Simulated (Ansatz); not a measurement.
**Worked example: correlation energy of HBAl, doublet**

Geometry: a point of a bend scan, not a stationary point.

| atom | x (Å) | y (Å) | z (Å) |
| --- | --- | --- | --- |
| B | 0.0000 | -1.1545 | 0.9334 |
| Al | 0.0000 | 0.4675 | -0.4320 |
| H | 0.0000 | -0.1314 | 1.5533 |

Basis 6-31G; Ansatz 0.2.0. Correlated methods freeze the noble-gas cores, which leaves 7 electrons in 18 orbitals. R marks a restricted (for open shells ROHF) determinant, U an unrestricted one.

Full CI is exact within this basis and frozen core; it isn't the basis-set limit. The frozen core follows each run's orbitals, which can shift R against U totals by a few meV.

The cluster runs stand on a determinant 0.72 eV above the lowest UHF solution, chosen by trial CCSD; the correlation energy below is counted from it.

Runs differ by some tens of microhartree through their thresholds and, for an open shell, their frozen cores, so steps under 0.1 kcal/mol mean nothing.

| level | total energy (hartree) |
| --- | --- |
| UHF determinant under the cluster runs | -266.966105 |
| UCCSD | -267.085336 |
| UCCSD(T) | -267.091594 |
| UCCSDT | -267.093032 |
| UCCSDT(Q) | -267.093702 |
| UCCSDTQ | -267.093642 |
| full CI | -267.093681 |

Problem. What is the correlation energy at full CI, and what share of it do UMP2 and UCCSD recover?

Solution. E(corr) = -267.093681 − (-266.966105) = -0.127576 hartree = -3.472 eV. UCCSD: -0.119231 / -0.127576 = 93.46 %.

Problem. By how many kcal/mol does UCCSD(T) miss full CI (1 hartree = 627.509 kcal/mol), and which steps make up the rest?

Solution. -267.091594 − (-267.093681) = 0.002087 hartree = 1.31 kcal/mol. Steps: UCCSDT − UCCSD(T) = -0.90, UCCSDT(Q) − UCCSDT = -0.42, UCCSDTQ − UCCSDT(Q) = 0.04, full CI − UCCSDTQ = -0.02 kcal/mol. With more than one leading determinant such errors change with state and geometry, and needn't cancel in differences.
